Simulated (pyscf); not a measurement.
Structures and frequencies: ωB97X-D3(BJ)/def2-SVP in PySCF.

Task: Estimate the classical barrier height and the reaction energy of HO–AlH–OH + H₂ → HO–AlH₂ + H₂O at ωB97M-D3(BJ)/def2-TZVP. The step runs on the singlet surface, breaks Al–O, H–H and forms Al–H, H–O; take the separated reactants as zero.

Result: ΔE‡ = 24.7 kcal/mol, ΔE = +29.2 kcal/mol. Zero-point energy shifts the barrier by +2.9 kcal/mol. It is a four-centre exchange, with an imaginary mode of 1272i cm⁻¹. On the product side the descent ends in an adduct with a Al–O contact, 20.5 kcal/mol under the separated species and 15.2 kcal/mol under the saddle at ωB97X-D3(BJ)/def2-TZVP. At ωB97M-D3(BJ) the saddle lies under the separated products, which points to a path from their complex (located at ωB97X-D3(BJ) alone), and parting the products costs more than the saddle. What is counted as broken (Al–O) persists as a longer contact in the product adduct; parting that adduct is a step of its own. At the saddle there is also a short Al–H contact that neither side keeps. One saddle was located; it need not be the lowest between these sides.
